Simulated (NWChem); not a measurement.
**Correlation energy of Li (-1)**

```xyz
1

Li     0.0000     0.0000     0.0000
```
Charge -1, spin multiplicity 1.

Program: NWChem.

Basis set: def2-TZVPD. Each correlation energy counts from its own Hartree-Fock reference.

| method | correlation energy (mHa) | difference from CCSD(T) |
|---|---|---|
| MP2 | -46.7 | +19.4 |
| SCS-MP2 | -55.6 | +10.5 |
| CCSD | -65.9 | +0.2 |
| CCSD+T(CCSD) | -66.1 | 0.0 |
| CCSD(T) | -66.1 | 0.0 |
| CR-CCSD[T] | -66.0 | 0.0 |
| CR-CCSD(T) | -66.0 | 0.0 |
| CCSDT | -66.1 | 0.0 |

The values span 19.4 mHa, from CCSDT (lowest) to MP2 (highest). 

The correlated methods freeze no orbitals. No row is a measurement; the coupled-cluster row has its own basis-set and correlation limits.
